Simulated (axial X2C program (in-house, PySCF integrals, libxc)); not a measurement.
**FB: bond curves with and without spin–orbit coupling**

Aim: find the lowest determinant of FB, scan the bond at several levels and fit the constants, once spin-free and once with spin–orbit coupling.

The runs use an in-house X2C program for linear molecules on PySCF integrals; all-electron X2C, F dyall-av3z, B dyall-v3z.

All values are calculated.

**1. The job**

Input file task.json:

```json
{"zs": [9, 5], "q": 0, "bas": ["dyall-av3z", "dyall-v3z"], "levels": ["PBE0", "HF", "r2SCAN0"], "cc": true, "r0": 1.49, "thr": -2.0, "nmax": 90, "npts": 10, "nst": 2, "ntry": 6}
```

Keys: zs atomic numbers; q charge; bas basis sets; levels methods (HF also brings MP2); cc coupled cluster on or off; r0 starting distance in Å; thr threshold in hartree for freezing inner shells (an s shell follows its p shell); nmax most natural virtual spinors; npts points asked for on the curve; nst determinants followed; ntry starts of the search.

Started as:

```
> python so2c.py task.json out
```

Spin-free means the one-electron spin-free X2C Hamiltonian; two-component (2c) means X2C with spin–orbit coupling and atomic mean-field two-electron Coulomb and Gaunt terms. Basis: F dyall-av3z contracted to [7s6p3d2f], B dyall-v3z contracted to [7s6p2d1f]; Gaussian nuclei, density fitting. Masses: F 18.998 u, B 11.009 u.

Notation: σ, π±, δ± give the projection m of an orbital's angular momentum (0, ±1, ±2), α and β its spin, Λ and M_S the sums; ω is the projection of a spinor's total angular momentum and Ω the sum. Logs are in hartree.

The results follow Hamiltonian by Hamiltonian and level by level.

**2. Search for the lowest determinant**

PBE0 moves the distance from 1.490 Å to 1.266 Å and compares determinants there.

Spin-free determinants:

```tsv
ΔE (eV)	state	open shells
0.00	M_S = 0, Λ = 0	closed shell
3.29	M_S = 1, Λ = 1	beyond closed shells: σα, π+α
4.54	M_S = 0, Λ = 1	beyond closed shells: σα, π+β
9.22	M_S = 1, Λ = 0	beyond closed shells: π+α, π-α
10.49	M_S = 0, Λ = 0	beyond closed shells: π+β, π-α
```

Two-component determinants:

| ΔE (eV) | state | open shells |
| --- | --- | --- |
| 0.00 | Ω = 0 | closed shell |
| 3.29 | Ω = 2 | excess of +ω over −ω: ω = 1/2, ω = 3/2 |
| 4.54 | Ω = 1 | excess of +ω over −ω: 2 × ω = 1/2 |
| 4.54 | Ω = 1 | excess of +ω over −ω: ω = -1/2, ω = 3/2 |
| 10.50 | Ω = 0 | closed shell |

**3. PBE0, spin-free**

State followed: M_S = 0, Λ = 0 (closed shell). The scan is laid around 1.266 Å, a first estimate of the minimum, and this SCF restarts from the orbitals of the search.

Output at 1.266 Å:

```text
spin-free X2C-1e  PBE0
basis functions 96  fitting functions 539  grid points 4347
iter        total energy     max residual
   1       -124.681703900     5.43e-06
   2       -124.681703900     5.32e-06
converged
one-electron -208.95846198  Coulomb 79.78890652  exact exchange -3.47231911  xc functional -10.84944584  nuclear repulsion 18.80961650
```

Along the bond, energies from the lowest point:

| R (Å) | E (eV) | μ (D) | HOMO (eV) | LUMO (eV) | iterations |
| --- | --- | --- | --- | --- | --- |
| 1.101 | 0.9706 | -1.74 | -7.55 | -0.29 | 9 |
| 1.152 | 0.3997 | -1.53 | -7.69 | -0.54 | 9 |
| 1.190 | 0.1562 | -1.35 | -7.80 | -0.73 | 9 |
| 1.228 | 0.0317 | -1.17 | -7.92 | -0.91 | 9 |
| 1.266 | 0.0000 | -0.98 | -8.04 | -1.09 | 2 |
| 1.310 | 0.0523 | -0.75 | -8.18 | -1.29 | 9 |
| 1.355 | 0.1756 | -0.50 | -8.32 | -1.49 | 9 |
| 1.412 | 0.4067 | -0.18 | -8.51 | -1.72 | 10 |
| 1.481 | 0.7581 | 0.24 | -8.74 | -1.99 | 10 |
| 1.583 | 1.3348 | 0.88 | -9.06 | -2.36 | 10 |

Dipoles are positive if B is the positive end.

Outer orbitals at the reference distance:

```json
{"symmetry": "σα", "occupied": "yes", "ε (eV)": "-17.44", "atomic character": "81% F p, 6% B s, 6% F s"}
{"symmetry": "π-α", "occupied": "yes", "ε (eV)": "-14.91", "atomic character": "84% F p, 9% B p, 4% B d"}
{"symmetry": "π+α", "occupied": "yes", "ε (eV)": "-14.91", "atomic character": "84% F p, 9% B p, 4% B d"}
{"symmetry": "σα", "occupied": "yes", "ε (eV)": "-8.04", "atomic character": "51% B s, 27% B p, 11% F p"}
{"symmetry": "π+α", "occupied": "no", "ε (eV)": "-1.09", "atomic character": "76% B p, 12% F p, 7% F d"}
{"symmetry": "π-α", "occupied": "no", "ε (eV)": "-1.09", "atomic character": "76% B p, 12% F p, 7% F d"}
{"symmetry": "σα", "occupied": "no", "ε (eV)": "1.04", "atomic character": "42% B p, 25% F p, 17% B s"}
{"symmetry": "π+α", "occupied": "no", "ε (eV)": "2.57", "atomic character": "51% F p, 43% B p, 4% F d"}
```

PBE0 fields in the half plane through the axis: z from -2.4 to 3.6 Å across, distance from the axis 0.15 to 2.25 Å upwards; F lies at z = 0 and B at z = 1.266 Å; the ELF is damped to zero where the density is low.

log10 density (e/bohr³). Ten even steps from '0' (-6.21 ) to '9' (0.67 ):
```
001122233333444333322
011223334444444444332
012233444455555544433
122344555555565554443
123345666666666655443
123456677777777665544
223456788877777766544
234457899988987766544
```

ELF. Ten even steps from ' ' (0.00 ) to '@' (1.00 ):
```
                          ......          
                      ..--**####++..      
                      ..++%%@@@@@@##::    
            ..........::**@@@@@@@@@@##::  
          ::--====--::::**@@@@@@@@@@@@**  
        ..--**####**==::==@@@@@@@@@@@@%%::
        ::++%%%%%%%%##::  ::@@@@@@@@@@@@==
        --**%%##::##%%  @@--%%@@@@@@@@@@++
```

Re = 1.262 Å, ωe = 1406 cm⁻¹, ωexe = 11.9 cm⁻¹, Be = 1.518 cm⁻¹, De = 7.76 eV, μ = -1.00 D.

**4. HF, spin-free**

The SCF at the reference distance of 1.266 Å:

```text
spin-free X2C-1e  HF
basis functions 96  fitting functions 539  grid points 4347
iter        total energy     max residual
   1       -124.249215395     4.59e-02
   2       -124.259801427     7.78e-03
   3       -124.260313017     4.30e-03
   4       -124.260417562     1.41e-03
   5       -124.260437451     3.98e-04
   6       -124.260438905     5.31e-05
   7       -124.260438933     1.78e-05
   8       -124.260438936     1.37e-06
   9       -124.260438936     9.67e-08
converged
one-electron -209.02264646  Coulomb 79.89681444  exact exchange -13.94422342  xc functional 0.00000000  nuclear repulsion 18.80961650
```

Re = 1.248 Å, ωe = 1486 cm⁻¹, ωexe = 11.5 cm⁻¹, Be = 1.553 cm⁻¹, De = 5.93 eV, μ = -0.95 D.

**5. r2SCAN0, spin-free**

The SCF at the reference distance of 1.266 Å:

```text
spin-free X2C-1e  r2SCAN0
basis functions 96  fitting functions 539  grid points 4347
iter        total energy     max residual
   1       -124.737496944     1.89e-02
   2       -124.738104956     4.93e-03
   3       -124.737964403     7.09e-03
   4       -124.738243973     2.55e-04
   5       -124.738244251     4.11e-05
   6       -124.738244260     4.26e-06
   7       -124.738244260     3.98e-07
converged
one-electron -209.00554103  Coulomb 79.85119199  exact exchange -3.47709687  xc functional -10.91641484  nuclear repulsion 18.80961650
```

Re = 1.257 Å, ωe = 1430 cm⁻¹, ωexe = 11.9 cm⁻¹, Be = 1.53 cm⁻¹, De = 7.55 eV, μ = -1.03 D.

**6. MP2 and beyond, spin-free**

Correlated methods: 10 electrons correlated (frozen shells, counted by type: F 1 s; B 1 s), 174 virtual spinors in MP2, 90 natural virtuals in coupled cluster.

Output of the correlated part at 1.266 Å:

```text
correlated 10  virtual 174  natural virtual 90  E(MP2) -0.336438690  MP2 remainder -0.009282017
iter   CCSD correlation   residual
   1     -0.327578671   1.26e-01
   2     -0.337318411   5.54e-02
   3     -0.340114077   2.56e-02
   4     -0.339866244   5.36e-03
   5     -0.339891481   1.52e-03
   6     -0.339888763   3.32e-04
   7     -0.339886098   8.04e-05
   8     -0.339886814   2.32e-05
   9     -0.339886408   8.31e-06
  10     -0.339886446   2.47e-06
  11     -0.339886370   8.82e-07
  12     -0.339886362   2.70e-07
(T) -0.011070821  T1 0.0212  D1 0.0288  max T2 0.127
```

T1 in the output is the amplitude norm over the root of the electron number; divide by √2 for the Lee–Taylor value.

MP2: Re = 1.271 Å, ωe = 1387 cm⁻¹, Be = 1.498 cm⁻¹, De = 8.08 eV.

CCSD: Re = 1.270 Å, ωe = 1392 cm⁻¹, ωexe = 11.2 cm⁻¹, Be = 1.5 cm⁻¹, De = 7.57 eV. T1 at Re = 0.015 (Lee–Taylor, the printed value over √2).

CCSD(T): Re = 1.274 Å, ωe = 1375 cm⁻¹, ωexe = 11.3 cm⁻¹, Be = 1.491 cm⁻¹, De = 7.72 eV. T1 at Re = 0.015 (Lee–Taylor, the printed value over √2).

**7. The spin-free curves together**

Energy (eV) of the followed determinant, spin-free, from each level's lowest point:

```
R (Å)   PBE0     HF    MP2   CCSD  CCSD(T)  r2SCAN0
1.101  0.971  0.857  1.063    n/a      n/a    0.928
1.152  0.400  0.318  0.458  0.455    0.475    0.371
1.190  0.156  0.100  0.193  0.191    0.204    0.137
1.228  0.032  0.003  0.049  0.048    0.054    0.022
1.266  0.000  0.000  0.000  0.000    0.000    0.000
1.310  0.052  0.087  0.035  0.037    0.029    0.063
1.355  0.176  0.245  0.144  0.148    0.132    0.198
1.412  0.407  0.522  0.360  0.367    0.341    0.443
1.481  0.758  0.930  0.698    n/a      n/a    0.811
1.583  1.335  1.583  1.261    n/a      n/a    1.410
```

**8. PBE0, 2c**

State followed: Ω = 0 (closed shell). The scan is laid around 1.266 Å, a first estimate of the minimum, and this SCF restarts from the orbitals of the search.

The SCF at the reference distance of 1.266 Å:

```text
two-component X2C + atomic mean field  PBE0
basis functions 96  fitting functions 539  grid points 4347
iter        total energy     max residual
   1       -124.674019495     8.98e-06
   2       -124.674019495     1.10e-05
converged
one-electron -208.93701885  Coulomb 79.78148952  exact exchange -3.47200781  xc functional -10.84847121  nuclear repulsion 18.80961650  atomic mean-field constant -0.00762766
```

Along the bond, energies from the lowest point:

| R (Å) | E (eV) | μ (D) | HOMO (eV) | LUMO (eV) | iterations |
| --- | --- | --- | --- | --- | --- |
| 1.101 | 0.9713 | -1.74 | -7.55 | -0.29 | 9 |
| 1.152 | 0.4000 | -1.53 | -7.69 | -0.54 | 9 |
| 1.190 | 0.1563 | -1.36 | -7.80 | -0.73 | 9 |
| 1.228 | 0.0317 | -1.17 | -7.92 | -0.91 | 9 |
| 1.266 | 0.0000 | -0.98 | -8.03 | -1.09 | 2 |
| 1.310 | 0.0523 | -0.75 | -8.18 | -1.29 | 9 |
| 1.355 | 0.1757 | -0.51 | -8.32 | -1.49 | 9 |
| 1.412 | 0.4068 | -0.18 | -8.51 | -1.72 | 10 |
| 1.481 | 0.7583 | 0.24 | -8.74 | -2.00 | 10 |
| 1.583 | 1.3351 | 0.87 | -9.06 | -2.36 | 10 |

Dipoles are positive if B is the positive end.

Outer spinors at the reference distance:

```tsv
ω	occupied	ε (eV)	atomic character	λ mixture
1/2	yes	-17.44	81% F p, 6% B s, 6% F s	100% σ
1/2	yes	-14.93	84% F p, 9% B p, 4% B d	100% π
3/2	yes	-14.89	84% F p, 9% B p, 4% B d	100% π
1/2	yes	-8.03	51% B s, 27% B p, 11% F p	100% σ
1/2	no	-1.09	76% B p, 12% F p, 7% F d	100% π
3/2	no	-1.09	76% B p, 12% F p, 7% F d	100% π
1/2	no	1.05	42% B p, 25% F p, 16% B s	100% σ
1/2	no	2.57	51% F p, 43% B p, 4% F d	100% π
```

PBE0 fields in the half plane through the axis: z from -2.4 to 3.6 Å across, distance from the axis 0.15 to 2.25 Å upwards; F lies at z = 0 and B at z = 1.266 Å; the ELF is damped to zero where the density is low.

log10 density (e/bohr³). Ten even steps from ' ' (-6.22 ) to '@' (0.67 ):
```
    ....::::::----------======--------::::
  ....::::------====================----::
  ..::::----========++++++++++++======----
..::::--====++++++++++++++**++++++======--
..::----==++********************++++====--
..::--==++****################****++++====
::::--==++**##%%%%%%############****++====
::--====++##%%@@@@@@%%%%@@%%####****++====
```

ELF. Ten even steps from '0' (0.00 ) to '9' (1.00 ):
```
000000000000011100000
000000000001367751000
000000000001589997200
000000111112699999720
000002344322699999960
000013677642499999982
000025888872029999994
000036872780938999995
```

Re = 1.262 Å, ωe = 1407 cm⁻¹, ωexe = 11.9 cm⁻¹, Be = 1.518 cm⁻¹, De = 7.76 eV, μ = -1.00 D.

**9. HF, 2c**

Output at 1.266 Å:

```text
two-component X2C + atomic mean field  HF
basis functions 96  fitting functions 539  grid points 4347
iter        total energy     max residual
   1       -124.241571709     4.59e-02
   2       -124.252155018     7.78e-03
   3       -124.252666560     4.30e-03
   4       -124.252771175     1.41e-03
   5       -124.252791055     3.98e-04
   6       -124.252792507     5.31e-05
   7       -124.252792535     1.78e-05
   8       -124.252792538     1.37e-06
   9       -124.252792538     9.67e-08
converged
one-electron -209.00123625  Coulomb 79.88942865  exact exchange -13.94297378  xc functional 0.00000000  nuclear repulsion 18.80961650  atomic mean-field constant -0.00762766
```

Re = 1.248 Å, ωe = 1487 cm⁻¹, ωexe = 11.5 cm⁻¹, Be = 1.553 cm⁻¹, De = 5.92 eV, μ = -0.95 D.

**10. r2SCAN0, 2c**

Output at 1.266 Å:

```text
two-component X2C + atomic mean field  r2SCAN0
basis functions 96  fitting functions 539  grid points 4347
iter        total energy     max residual
   1       -124.729812666     1.89e-02
   2       -124.730420545     4.93e-03
   3       -124.730279828     7.10e-03
   4       -124.730559903     2.55e-04
   5       -124.730560181     4.10e-05
   6       -124.730560190     4.26e-06
   7       -124.730560190     3.98e-07
converged
one-electron -208.98413110  Coulomb 79.84381240  exact exchange -3.47678649  xc functional -10.91544385  nuclear repulsion 18.80961650  atomic mean-field constant -0.00762766
```

Re = 1.257 Å, ωe = 1430 cm⁻¹, ωexe = 11.9 cm⁻¹, Be = 1.53 cm⁻¹, De = 7.55 eV, μ = -1.03 D.

**11. Correlated methods, 2c**

Correlated methods: 10 electrons correlated (frozen shells, counted by type: F 1 s; B 1 s), 174 virtual spinors in MP2, 90 natural virtuals in coupled cluster.

Output of the correlated part at 1.266 Å:

```text
correlated 10  virtual 174  natural virtual 90  E(MP2) -0.336400859  MP2 remainder -0.009281244
iter   CCSD correlation   residual
   1     -0.327550668   1.26e-01
   2     -0.337287937   5.54e-02
   3     -0.340082061   2.55e-02
   4     -0.339834348   5.36e-03
   5     -0.339859590   1.52e-03
   6     -0.339856869   3.32e-04
   7     -0.339854208   8.03e-05
   8     -0.339854923   2.32e-05
   9     -0.339854517   8.32e-06
  10     -0.339854555   2.49e-06
  11     -0.339854479   9.04e-07
  12     -0.339854471   3.00e-07
(T) -0.011069603  T1 0.0212  D1 0.0288  max T2 0.127
```

MP2: Re = 1.271 Å, ωe = 1387 cm⁻¹, Be = 1.498 cm⁻¹, De = 8.07 eV.

CCSD: Re = 1.269 Å, ωe = 1391 cm⁻¹, ωexe = 11.6 cm⁻¹, Be = 1.501 cm⁻¹, De = 7.56 eV. T1 at Re = 0.015 (Lee–Taylor, the printed value over √2).

CCSD(T): Re = 1.273 Å, ωe = 1373 cm⁻¹, ωexe = 11.2 cm⁻¹, Be = 1.492 cm⁻¹, De = 7.70 eV. T1 at Re = 0.015 (Lee–Taylor, the printed value over √2).

**12. The 2c curves together**

Energy (eV) of the followed determinant, 2c, from each level's lowest point:

```csv
R (Å),PBE0,HF,MP2,CCSD,CCSD(T),r2SCAN0
1.101,0.971,0.858,1.064,n/a,n/a,0.929
1.152,0.400,0.318,0.459,0.454,0.475,0.371
1.190,0.156,0.101,0.193,0.189,0.203,0.137
1.228,0.032,0.003,0.049,0.046,0.053,0.022
1.266,0.000,0.000,0.000,0.000,0.000,0.000
1.310,0.052,0.087,0.035,0.037,0.029,0.063
1.355,0.176,0.245,0.144,0.148,0.132,0.198
1.412,0.407,0.523,0.360,0.367,0.341,0.443
1.481,0.758,0.930,0.698,n/a,n/a,0.811
1.583,1.335,1.583,1.262,n/a,n/a,1.410
```

The whole job took 58 s on 1 thread, shared host.

**13. What came out**

Lowest determinant that the search found at its distance, spin-free: M_S = 0, Λ = 0 (closed shell).

Lowest determinant that the search found at its distance, 2c: Ω = 0 (closed shell).

| Hamiltonian | level | Re (Å) | ωe (cm⁻¹) | De (eV) | μ (D) |
| --- | --- | --- | --- | --- | --- |
| spin-free | PBE0 | 1.262 | 1406 | 7.76 | -1.00 |
| spin-free | HF | 1.248 | 1486 | 5.93 | -0.95 |
| spin-free | MP2 | 1.271 | 1387 | 8.08 | n/a |
| spin-free | CCSD | 1.270 | 1392 | 7.57 | n/a |
| spin-free | CCSD(T) | 1.274 | 1375 | 7.72 | n/a |
| spin-free | r2SCAN0 | 1.257 | 1430 | 7.55 | -1.03 |
| 2c | PBE0 | 1.262 | 1407 | 7.76 | -1.00 |
| 2c | HF | 1.248 | 1487 | 5.92 | -0.95 |
| 2c | MP2 | 1.271 | 1387 | 8.07 | n/a |
| 2c | CCSD | 1.269 | 1391 | 7.56 | n/a |
| 2c | CCSD(T) | 1.273 | 1373 | 7.70 | n/a |
| 2c | r2SCAN0 | 1.257 | 1430 | 7.55 | -1.03 |

Dipoles are positive if B is the positive end.

Time per point (s) on 1 thread, shared host (2c runs; CCSD comes with the CCSD(T) run); the times are rough: PBE0 0.11, HF 0.05, MP2 0.12, CCSD(T) 2.9, r2SCAN0 0.19.

In words: At CCSD(T), going from spin-free to two-component changes Re by 0 mÅ, ωe by -0.2 %; the spin-free picture holds up (part of it comes from the scalar share of the two-electron terms). De moves by -0.01 eV; both De rest on single-determinant atoms, which can miss part of an open shell's spin–orbit lowering.

De refers to F + B, each in the lowest determinant found, which need not be this curve's own limit. The state is a single determinant with fixed occupations, the lowest that a limited PBE0 search found. Closed shells are restricted here (equal orbitals for both partners), which fails at long range if the bond breaks into open shells. Dissociation energies refer to the lowest single-determinant-based atoms at the same level and basis. Coupled cluster ran in a truncated set of natural virtual spinors; the MP2 energy of the rest was added. The meta-GGAs lack a current-density term, which matters for open shells with orbital currents, atoms included.
